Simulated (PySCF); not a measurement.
Orbital picture of SiF⁺

PBE0 at R = 1.560 Å; basis Si 6-31G(d,p), F 6-31G(d,p); no relativity; PySCF 2.14. State: ¹Σ⁺ (singlet), closed shell. Only the outer orbitals are listed, counted within each symmetry.

```json
{"orbital": "5σ", "occ.": "2", "ε (eV)": "-41.58", "on Si (%)": "6", "main shells (%)": "92 F s"}
{"orbital": "6σ", "occ.": "2", "ε (eV)": "-23.08", "on Si (%)": "30", "main shells (%)": "63 F p, 27 Si s"}
{"orbital": "2π", "occ.": "2", "ε (eV)": "-20.48", "on Si (%)": "9", "main shells (%)": "91 F p"}
{"orbital": "2π", "occ.": "2", "ε (eV)": "-20.48", "on Si (%)": "9", "main shells (%)": "91 F p"}
{"orbital": "7σ", "occ.": "2", "ε (eV)": "-17.82", "on Si (%)": "83", "main shells (%)": "65 Si s, 17 F p, 17 Si p"}
{"orbital": "3π", "occ.": "0", "ε (eV)": "-9.92", "on Si (%)": "94", "main shells (%)": "93 Si p"}
{"orbital": "3π", "occ.": "0", "ε (eV)": "-9.92", "on Si (%)": "94", "main shells (%)": "93 Si p"}
{"orbital": "8σ", "occ.": "0", "ε (eV)": "-6.26", "on Si (%)": "101", "main shells (%)": "85 Si p, 8 Si d"}
```

Question: Which are the highest filled and the lowest empty level, where do they sit, and how wide is the gap?

Answer: Highest filled 7σ at -17.82 eV (in %: 65 Si s, 17 F p, 17 Si p); lowest empty 3π at -9.92 eV (in %: 93 Si p); the gap at PBE0 is 7.90 eV.

```
bond order (Mayer)                                                                                                : 1.25
⟨S²⟩                                                                                                              : 0.000
charge on Si (Mulliken, basis-dependent)                                                                          : 1.26
charge on Si (Löwdin, basis-dependent)                                                                            : 1.11
dipole moment (positive dipole points towards F; it is taken about the centre of mass and depends on that origin) : -3.40 D
polarisability along the bond                                                                                     : 18.2 bohr³
polarisability across the bond                                                                                    : 16.6 bohr³
```

Shares are Mulliken populations and can fall outside 0 to 100 %.
